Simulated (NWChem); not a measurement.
All runs are NWChem calculations. System: CHN, charge 0, spin multiplicity 1, displaced from the optimised geometry. Level: MP2/cc-pVDZ, 2 core orbitals frozen, spin-restricted.

Input file:

```
start mol
memory heap 200 mb stack 900 mb global 1100 mb
geometry units angstroms nocenter noautoz noautosym
  C      0.000000     0.000000     0.748997
  N      0.000000     0.000000    -0.435186
  H      0.000000     0.000000    -2.460171
end
basis spherical
  * library cc-pvdz
end
scf
  rhf
  nopen 0
  maxiter 100
  thresh 1e-7
  semidirect memsize 60000000 filesize 0
end
mp2
  freeze core 2
end
task mp2 energy
```

Part of the output:

```
             Northwest Computational Chemistry Package (NWChem) 7.3.0
             --------------------------------------------------------

                                NWChem Input Module
                                -------------------

 Scaling coordinates for geometry "geometry" by  1.889725989
 (inverse scale =  0.529177249)

                             Geometry "geometry" -> ""
                             -------------------------

 Output coordinates in angstroms (scale by  1.889725989 to convert to a.u.)

  No.       Tag          Charge          X              Y              Z
 ---- ---------------- ---------- -------------- -------------- --------------
    1 C                    6.0000     0.00000000     0.00000000     0.74899700
    2 N                    7.0000     0.00000000     0.00000000    -0.43518600
    3 H                    1.0000     0.00000000     0.00000000    -2.46017100

 Effective nuclear repulsion energy (a.u.)      21.5872303902

            Nuclear Dipole moment (a.u.)
            ----------------------------
        X                 Y               Z
 ---------------- ---------------- ----------------
     0.0000000000     0.0000000000    -1.9133305559


 Summary of "ao basis" -> "" (spherical)
 ------------------------------------------------------------------------------
       Tag                 Description            Shells   Functions and Types
 ---------------- ------------------------------  ------  ---------------------
 *                          cc-pvdz                   on all atoms

 Summary of "ao basis" -> "ao basis" (spherical)
 ------------------------------------------------------------------------------
       Tag                 Description            Shells   Functions and Types
 ---------------- ------------------------------  ------  ---------------------
 C                          cc-pvdz                  6       14   3s2p1d
 N                          cc-pvdz                  6       14   3s2p1d
 H                          cc-pvdz                  3        5   2s1p

                                 NWChem SCF Module
                                 -----------------

  ao basis        = "ao basis"
  functions       =    33
  atoms           =     3
  closed shells   =     7
  open shells     =     0
  charge          =   0.00
  wavefunction    = RHF
  use symmetry    = F
  symmetry adapt  = F

 Summary of "ao basis" -> "ao basis" (spherical)
 ------------------------------------------------------------------------------
       Tag                 Description            Shells   Functions and Types
 ---------------- ------------------------------  ------  ---------------------
 C                          cc-pvdz                  6       14   3s2p1d
 N                          cc-pvdz                  6       14   3s2p1d
 H                          cc-pvdz                  3        5   2s1p

 Forming initial guess at       0.0s

      Superposition of Atomic Density Guess
      -------------------------------------

 Sum of atomic energies:         -92.46544825

      Non-variational initial energy
      ------------------------------

 Total energy =     -92.655686
 1-e energy   =    -167.178765
 2-e energy   =      52.935849
 HOMO         =      -0.333384
 LUMO         =      -0.142716

 Starting SCF solution at       0.1s

 ----------------------------------------------
         Quadratically convergent ROHF

 Convergence threshold     :          1.000E-07
 Maximum no. of iterations :          100
[...]
     3      0.567214  1 C  s                  6      0.415926  1 C  pz
     2      0.235641  1 C  s                 20     -0.230406  2 N  pz
    30      0.194948  3 H  s                 29      0.183413  3 H  s
     9      0.178831  1 C  pz                23     -0.179246  2 N  pz

 Vector    8  Occ=0.000000D+00  E=-1.045331D-01
              MO Center= -2.2D-17, -1.4D-15, -2.0D+00, r^2= 2.1D+00
   Bfn.  Coefficient  Atom+Function         Bfn.  Coefficient  Atom+Function
  ----- ------------  ---------------      ----- ------------  ---------------
    30      0.614156  3 H  s                 29      0.420896  3 H  s
    23      0.319687  2 N  pz                20      0.275671  2 N  pz
     3     -0.245342  1 C  s                 17     -0.235205  2 N  s
     6     -0.196164  1 C  pz

 Vector    9  Occ=0.000000D+00  E= 2.280126D-01
              MO Center=  2.3D-16, -3.4D-17,  4.9D-01, r^2= 1.9D+00
   Bfn.  Coefficient  Atom+Function         Bfn.  Coefficient  Atom+Function
  ----- ------------  ---------------      ----- ------------  ---------------
     7      0.816471  1 C  px                21     -0.629390  2 N  px
     4      0.404902  1 C  px                18     -0.342899  2 N  px

 Vector   10  Occ=0.000000D+00  E= 2.280126D-01
              MO Center=  8.6D-17, -7.3D-16,  4.9D-01, r^2= 1.9D+00
   Bfn.  Coefficient  Atom+Function         Bfn.  Coefficient  Atom+Function
  ----- ------------  ---------------      ----- ------------  ---------------
     8      0.816471  1 C  py                22     -0.629390  2 N  py
     5      0.404902  1 C  py                19     -0.342899  2 N  py

 center of mass
 --------------
 x =   0.00000000 y =   0.00000000 z =   0.02900624

 moments of inertia (a.u.)
 ------------------
          55.270766661429           0.000000000000           0.000000000000
           0.000000000000          55.270766661429           0.000000000000
           0.000000000000           0.000000000000           0.000000000000

  Mulliken analysis of the total density
  --------------------------------------

    Atom       Charge   Shell Charges
 -----------   ------   -------------------------------------------------------
    1 C    6     6.06   2.00  0.80  0.92  1.53  0.71  0.09
    2 N    7     7.36   2.00  0.78  0.74  2.19  1.63  0.02
    3 H    1     0.57   0.27  0.30  0.00

       Multipole analysis of the density wrt the origin
       ------------------------------------------------

     L   x y z        total         open         nuclear
     -   - - -        -----         ----         -------
     0   0 0 0     -0.000000      0.000000     14.000000

     1   1 0 0      0.000000      0.000000      0.000000
     1   0 1 0     -0.000000      0.000000      0.000000
     1   0 0 1     -2.086324      0.000000     -1.913331

     2   2 0 0     -9.473276      0.000000      0.000000
     2   1 1 0      0.000000      0.000000      0.000000
     2   1 0 1      0.000000      0.000000      0.000000
     2   0 2 0     -9.473276      0.000000      0.000000
     2   0 1 1     -0.000000      0.000000      0.000000
     2   0 0 2     -0.678475      0.000000     38.367973

                   NWChem MP2 Semi-direct Energy/Gradient Module
                   ---------------------------------------------

  Basis functions       =     33
  Molecular orbitals    =     33
  Frozen core           =      2
  Frozen virtuals       =      0
  Active alpha occupied =      5
  Active beta occupied  =      5
  Active alpha virtual  =     26
  Active beta virtual   =     26
  Use MO symmetry       = F
  Use skeleton AO sym   = F

  AO/Fock/Back tols     =   1.0D-09  1.0D-09  1.0D-09

 GA uses MA = F    GA memory limited = T

 Available:
  local mem=  1.26D+08
 global mem=  1.44D+08
 local disk=  0.00D+00
  mp2_memr nvloc                    26
  nvloc new                    26
   1 passes of   5:        2097152                       5536                    249876.
   1 passes of   5: M    126154731           G      144177022           F     124057579.

 Semi-direct pass number   1 of   1  for RHF alpha+beta  at        0.2s
  vrange nnbf                   561
  mp2_eaftype                    10  avail_ma_in_mb                  1099
 EAF : mp2_eaftype filesize          10     124938.
  mp2_eaf for mointskh                     10
Node 0 wrote      0.6 Mb in      0.0 s     Agg I/O rate:  1228.0 Mb/s
 Done moints_semi at        0.3s
  mp2_eaftype                    10  avail_ma_in_mb                  1089
 EAF : mp2_eaftype filesize          10     124938.
  mp2_eaf for kh                    10
 Done maket at        0.3s
 Done multipass loop at        0.3s

          -------------------------------------------
          SCF energy                 -92.637110752205
          Correlation energy          -0.316892329026
          Singlet pairs               -0.198018299634
          Triplet pairs               -0.118874029392
          Total MP2 energy           -92.954003081231
          -------------------------------------------

          ---------------------------------------------------
                    Spin Component Scaled (SCS) MP2
          Same spin pairs                     -0.079249352928
          Same spin scaling factor             0.333333333333
          Opposite spin pairs                 -0.237642976098
          Opposite spin scaling fact.          1.200000000000
          SCS-MP2 correlation energy          -0.311588022293
          Total SCS-MP2 energy               -92.948698774498
          ---------------------------------------------------

 -----------------------
 Performance information
 -----------------------

 Timer overhead =  1.26D-07 seconds/call

               Nr. of calls         CPU time (s)                 Wall time (s)                GFlops
             ---------------    -------------------     ------------------------------   -------------------
Name         Min   Avg   Max    Min     Avg     Max     Min     Avg     Max   Mx/calls   Min     Max     Sum
mp2: moin     1     1     1   0.17    0.17    0.17     0.17    0.17    0.17    0.17      0.0     0.0     0.0
mp2: make     1     1     1   8.57E-3 8.57E-3 8.57E-3  8.57E-3 8.57E-3 8.57E-3 8.57E-3   0.0     0.0     0.0
mp2: tota     1     1     1   0.19    0.19    0.19     0.19    0.19    0.19    0.19      0.0     0.0     0.0

 The average no. of pstat calls per process was 3.00D+00
 with a timing overhead of 3.77D-07s

 Task  times  cpu:        0.3s     wall:        0.3s

 Total times  cpu:        0.3s     wall:        0.3s
```
